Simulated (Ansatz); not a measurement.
# AlB: the cost of one run

Computed with Ansatz 0.2.0, Gaussian basis. Level: the settings change from run to run.

17 further runs of the same task are left out: 2 for a known fault of the program, 5 that didn't finish, 10 set aside as unsound or not needed.

## Step 1: The geometry

The geometry is a PBE0/def2-TZVP stationary point (not a proven minimum) of the parent state, kept for this charge and spin.

2 atoms, charge 0, spin multiplicity 5.

Atoms are counted from 1 here; the program's logs count them from 0.

Bond lengths: B1–Al2 2.023 Å.

## Step 2: CCSDT(Q)/B on ROHF/cc-pVDZ

The input, in.yaml:

```yaml
crystal:
  periodic: [false, false, false]
  atoms:
    - {symbol: B, position_ang: [0.000000, 0.000000, 0.000000]}
    - {symbol: Al, position_ang: [0.000000, 0.000000, 2.023407]}
basis:
  gaussian: {orbitals: cc-pVDZ, fitting: {mean_field: def2-universal-jkfit}}
magnetization: {spin_polarized: false, initial_magnetization: 4}
correlation: {method: ccsdt_q_b, electrons: valence}
accuracy: high
scf: {omitted_lower_state_checks: [cluster_reference]}
output: {forces: true}
```

Launch:

```sh
ansatz run in.yaml --threads 1 --pin off --events-out ev --progress --plain --max-ram 2393MiB
```

What time and memory should one allow on 1 thread of Intel Xeon Platinum 8488C, shared host?

About 13 s, with a peak of 0.28 GiB.
